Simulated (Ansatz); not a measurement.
C (model structure, started from the beta-Sn type, Fd-3m, No. 227, 2 atoms in the cell) was calculated with PBE-D3(BJ) in Ansatz (plane waves, PAW).

Settings: plane-wave cutoff 500 eV, 22×22×22 k mesh, Fermi–Dirac smearing 0.05 eV, scalar-relativistic PAW data made under PBE.

Cell (relaxed at this level):

```cif
data_C8
_chemical_formula_sum 'C8'
_space_group_name_H-M_alt 'Fd-3m :1'
_space_group_IT_number 227
_space_group_name_Hall 'F 4d 2 3 -1d'
_cell_length_a 3.55703
_cell_length_b 3.55703
_cell_length_c 3.55703
_cell_angle_alpha 90.000
_cell_angle_beta 90.000
_cell_angle_gamma 90.000
loop_
_atom_site_label
_atom_site_type_symbol
_atom_site_symmetry_multiplicity
_atom_site_Wyckoff_symbol
_atom_site_fract_x
_atom_site_fract_y
_atom_site_fract_z
_atom_site_occupancy
C1 C 8 a 0.00000 0.00000 0.00000 1
```
(The calculation used a cell of 2 atoms; values per cell refer to that cell.)

Question: What does this level give for the band gap?

Answer: 
- band gap = 4.16 eV (on the SCF k mesh)

The computed numbers hold no vibrational or temperature effects.

It cost roughly 29 core-seconds of CPU time.

A model structure was made by putting elements into a prototype or built by hand; here it ended with the formula and space group of a phase in our tables.

Ansatz is a first-principles code.
